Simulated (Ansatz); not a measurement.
Input for Ansatz (development build ahead of 0.2.0):

```yaml
crystal:
  periodic: [false, false, false]
  atoms:
    - { symbol: Al, position_ang: [0.0, 0.0, 0.0] }
    - { symbol: H, position_ang: [2.18284, 0.0, 1.26026] }
    - { symbol: H, position_ang: [-2.39676, 0.0, 1.38377] }
basis:
  gaussian: { orbitals: "6-31G" }
total_charge: 1
hamiltonian:
  xc: hf
correlation:
  method: fci
  frozen_orbitals: { Al: 5, H: 0 }
```

The input is written out in the form of the current development build from the run's settings.

The run gave:

```
Converged    : yes
Total energy : -242.68718 hartree
State        : lowest singlet root, of any spatial symmetry
```
